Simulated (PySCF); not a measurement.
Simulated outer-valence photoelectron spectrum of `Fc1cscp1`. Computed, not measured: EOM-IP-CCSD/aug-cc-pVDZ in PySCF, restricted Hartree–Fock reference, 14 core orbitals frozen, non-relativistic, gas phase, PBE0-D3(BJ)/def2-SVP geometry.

Each root has a Gaussian of 0.4 eV full width with its one-hole share as area; cross sections and vibrations are left out, and the highest printed point is 100.

(ionisation energy (eV), intensity): (8.6, 1), (8.8, 11), (9.0, 58), (9.2, 100), (9.4, 75), (9.6, 21), (9.8, 2), (10.0, 2), (10.2, 20), (10.4, 59), (10.6, 44), (10.8, 8), (11.0, 0), (11.2, 0), (11.4, 0), (11.6, 0), (11.8, 9), (12.0, 45), (12.2, 58), (12.4, 21), (12.6, 23), (12.8, 57), (13.0, 38), (13.2, 6), (13.4, 1), (13.6, 7), (13.8, 45), (14.0, 94), (14.2, 84), (14.4, 30), (14.6, 3), (14.8, 0), (15.0, 0), (15.2, 3), (15.4, 27), (15.6, 60), (15.8, 34), (16.0, 5), (16.2, 0)

Problem. Where are the maxima, and how many lines lie under the curve?

Solution. 6 maxima, at 9.2, 10.5, 12.1, 12.8, 14.1 and 15.6 eV, from 8 lines. At this width some lines have no maximum of their own.

Problem. List the lines with their holes.

Solution. 
| E (eV) | leading hole (HF orbital) | area | Koopmans (eV) |
| --- | --- | --- | --- |
| 9.12 | HOMO | 0.95 | 9.17 |
| 9.34 | HOMO-1 | 0.95 | 9.66 |
| 10.46 | HOMO-2 | 0.94 | 11.30 |
| 12.14 | HOMO-3 | 0.95 | 13.54 |
| 12.84 | HOMO-4 | 0.89 | 14.28 |
| 13.95 | HOMO-6 | 0.93 | 15.65 |
| 14.18 | HOMO-5 | 0.95 | 15.52 |
| 15.62 | HOMO-7 | 0.92 | 18.23 |

The widest gap, 1.68 eV, lies between 10.46 and 12.14 eV. Only orbitals with −ε under 21 eV, eight at most, were ionised, so the high end of the curve may lack lines.

On an Arm Neoverse V2 with one thread, no GPU, shared host with 192 logical CPUs at a one-minute load of 49, this took 6.9 min wall and 2.9 GiB of memory at its peak.
